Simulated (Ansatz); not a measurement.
The input, for Ansatz 0.2.0:

```yaml
crystal:
  periodic: [false, false, false]
  atoms:
    - {symbol: C, position_ang: [0.000002, -0.349884, 1.313129]}
    - {symbol: Al, position_ang: [0.000046, -0.060167, -0.613775]}
    - {symbol: S, position_ang: [0.000007, -0.156036, -2.627785]}
    - {symbol: H, position_ang: [-0.000055, 0.566088, 1.928432]}
basis:
  gaussian: {orbitals: STO-3G}
magnetization: {spin_polarized: false, initial_magnetization: 2}
correlation: {active_space: {ras: {orbitals: [6, 2, 5], electrons: 14, max_holes: 3, max_particles: 3}, fixed_orbitals: true}}
output: {forces: true}
```

```sh
$ ansatz run in.yaml --threads 1 --pin off --events-out ev --progress --plain --max-ram 2393MiB
```

Output:

```
265 factors; integrals over basis functions are off by at most 8.4e-5 eV
mean field evaluation 1: about -18227.9526 eV, gradient 2.6e1 eV
mean field evaluation 2: about -18227.9699 eV, gradient 2.6e1 eV
mean field evaluation 4: about -18230.6784 eV, gradient 1.6e1 eV
mean field evaluation 8: about -18232.7153 eV, gradient 1.8e0 eV
mean field evaluation 16: about -18230.6232 eV, gradient 2.7e0 eV
mean field -18232.73982741 eV, -670.0408300624 hartree, gradient 9.5e-6 eV, S^2 2.000000; 2 other end points of the search recorded, 0 dependent functions left out
reference -18232.73982741 eV, -670.0408300624 hartree; 19, 17 occupied and 5, 7 virtual orbitals, 265 factors
state -18235.88221083 eV, -670.1563105231 hartree
the calculation of the forces begins
Total energy: -18235.88221083 eV, -670.1563105231 hartree
Atom 0 at     0.000002    -0.349884     1.313129 Å, force     0.000058     0.796008    -2.280823 eV/Å
Atom 1 at     0.000046    -0.060167    -0.613775 Å, force    -0.000100    -0.989475    -1.315169 eV/Å
Atom 2 at     0.000007    -0.156036    -2.627785 Å, force     0.000069     0.225160     2.649153 eV/Å
Atom 3 at    -0.000055     0.566088     1.928432 Å, force    -0.000028    -0.031693     0.946840 eV/Å
Dipole moment:     0.000020     0.112903     0.456942 e Å
```

Forces (eV/Å):
```
C    0.000  0.796 -2.281
Al   0.000 -0.989 -1.315
S    0.000  0.225  2.649
H    0.000 -0.032  0.947
```

Ran on 1 thread of Arm Neoverse V1, shared host: 1.5 s wall, 0.08 GiB peak host memory.
